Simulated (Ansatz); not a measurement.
We consider bcc Fe, described by rVV10 (Ansatz, a quantum-chemistry and plane-wave program, plane waves, PAW).

Settings: plane-wave cutoff 500 eV, 36×36×36 k mesh, Fermi–Dirac smearing 0.1 eV, spin-polarised with parallel moments, scalar-relativistic PAW data made under PBE.

Computed at the level's own relaxed cell.

Question: Give the computed equilibrium volume per atom, lattice constant a and magnetic moment per atom (the cell's total over its atoms).

Answer: 
equilibrium volume per atom: 11.45 Å³/atom
lattice constant a: 2.840 Å
magnetic moment per atom (the cell's total over its atoms): 2.10 μB

Measured, for comparison: equilibrium volume per atom 11.61 Å³/atom, lattice constant a 2.853 Å (static lattice: zero-point anharmonic expansion removed; as tabulated in Mejia-Rodriguez and Trickey (2018), arXiv:1807.09216). Computed (rounded) less measured: equilibrium volume per atom -1.4 %, lattice constant a -0.5 %.

Moments are spin moments.

Computed values are for the static lattice.
